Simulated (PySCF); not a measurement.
Species: Cl2.
Structure used (GFN2-xTB), in Å, numbered top down from 1:
```
atom  x, y, z in Å
Cl1    1.0097   -0.0030   -0.0027
Cl2   -1.0069    0.0043   -0.0115
```

Computed, not measured: CAM-B3LYP/def2-SVPD in PySCF (dipole) on a GFN2-xTB geometry, gas phase.

Masses are those of the commonest isotopes; rigid-rotor values at the optimised geometry. 

Task: What are the moment of inertia and the rotational constant?

Result: I = 71.103 u·Å², B = 505379 MHz·u·Å²/I = 7108 MHz (0.2371 cm⁻¹, or 0.341 K as hB/k). For two atoms I = μr² with μ = 17.4844 u and r = 2.0166 Å.

Task: List the first levels of a rigid rotor in a Σ state.

Result: E(J) = BJ(J+1): J = 1: 0.474, J = 2: 1.423, J = 3: 2.845, J = 4: 4.742, J = 5: 7.113, J = 6: 9.958 cm⁻¹.

Task: Has it a pure rotational spectrum?

Result: Not by electric dipole: D∞h allows no dipole (computed 0.00 D). Rotational Raman lines (ΔJ = 2) lie at B(4J + 6), spaced by 4B = 0.948 cm⁻¹, with nuclear-spin weights that differ between even and odd J.

Stationary, but not proved a minimum. Constants of a rigid frame at the computed geometry: no zero-point averaging, no centrifugal distortion.
